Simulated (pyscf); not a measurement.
Single points on ωB97X-D3(BJ)/def2-SVP structures (PySCF, gas phase).

PBE/def2-TZVP puts the barrier of O=Ti(Cl)–Cl + NH₃ → H₂N–Ti(OH)(Cl)–Cl (addition across a multiple bond or ene-type step; singlet surface; H–N broken, H–O, N–Ti formed) at -43.9 kJ/mol and the reaction energy at -152.6 kJ/mol, from the separated reactants. What do B3LYP-D3(BJ)/def2-TZVP, PBE0-D3(BJ)/def2-TZVP, ωB97M-D3(BJ)/def2-TZVP give on the same structures?

B3LYP-D3(BJ): ΔE‡ = -42.2 kJ/mol, ΔE = -170.7 kJ/mol; PBE0-D3(BJ): ΔE‡ = -48.7 kJ/mol, ΔE = -169.8 kJ/mol; ωB97M-D3(BJ): ΔE‡ = -30.2 kJ/mol, ΔE = -158.1 kJ/mol. PBE's barrier lies among them. Its reaction energy lies over all of them, by 5.5 to 18.1 kJ/mol. On the reactant side the descent ends in an adduct with a N–Ti contact, 194.7 kJ/mol under the separated species and 156.7 kJ/mol under the saddle at ωB97X-D3(BJ)/def2-TZVP. On the product side the descent ends in a point that may be a rotor saddle (no frequency run), 8.4 kJ/mol over the lowest minimum found and 119.4 kJ/mol under the saddle at ωB97X-D3(BJ)/def2-TZVP. At PBE, B3LYP-D3(BJ), PBE0-D3(BJ), ωB97M-D3(BJ) the saddle lies under the separated reactants, which points to a path from their complex (located at ωB97X-D3(BJ) alone). What is counted as formed (N–Ti) is already present as a longer contact in the reactant adduct; forming that adduct is a step of its own. At the saddle there is also a short H–Ti contact that neither side keeps. This is the saddle that the search found; another between the same sides may lie lower.
